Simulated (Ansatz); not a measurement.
A run of Ansatz (development build ahead of 0.2.0) on singlet C₆H₆ at this shape:

| atom | x (Å) | y (Å) | z (Å) |
| --- | --- | --- | --- |
| C | 1.4091 | -0.0500 | 0.0000 |
| C | 0.6613 | 1.2453 | 0.0000 |
| C | -0.6613 | 1.2453 | 0.0000 |
| C | -1.4091 | -0.0500 | 0.0000 |
| C | -0.7479 | -1.1953 | 0.0000 |
| C | 0.7479 | -1.1953 | 0.0000 |
| H | 2.4941 | -0.0500 | 0.0000 |
| H | 1.2038 | 2.1850 | 0.0000 |
| H | -1.2038 | 2.1850 | 0.0000 |
| H | -2.4941 | -0.0500 | 0.0000 |
| H | -1.2904 | -2.1350 | 0.0000 |
| H | 1.2904 | -2.1350 | 0.0000 |

Its results:

| Item | Value |
| --- | --- |
| Converged | yes |
| Total energy | -230.51669 hartree |
| Spin squared of the determinant | 0.287 |
| Stability test | minimum |

**Question.** Which input gives this output? Name the method, the orbitals and the basis set, and write the input.

**Answer.** UHF in def2-SVP.

```yaml
crystal:
  periodic: [false, false, false]
  atoms:
    - { symbol: C, position_ang: [1.40911, -0.04999, 0.0] }
    - { symbol: C, position_ang: [0.66126, 1.24532, 0.0] }
    - { symbol: C, position_ang: [-0.66126, 1.24532, 0.0] }
    - { symbol: C, position_ang: [-1.40911, -0.04999, 0.0] }
    - { symbol: C, position_ang: [-0.74785, -1.19533, 0.0] }
    - { symbol: C, position_ang: [0.74785, -1.19533, 0.0] }
    - { symbol: H, position_ang: [2.49411, -0.04999, 0.0] }
    - { symbol: H, position_ang: [1.20376, 2.18496, 0.0] }
    - { symbol: H, position_ang: [-1.20376, 2.18496, 0.0] }
    - { symbol: H, position_ang: [-2.49411, -0.04999, 0.0] }
    - { symbol: H, position_ang: [-1.29035, -2.13497, 0.0] }
    - { symbol: H, position_ang: [1.29035, -2.13497, 0.0] }
basis:
  gaussian: { orbitals: def2-SVP }
magnetization:
  spin_polarized: true
hamiltonian:
  xc: hf
```

Caution: the unrestricted determinant is spin contaminated.
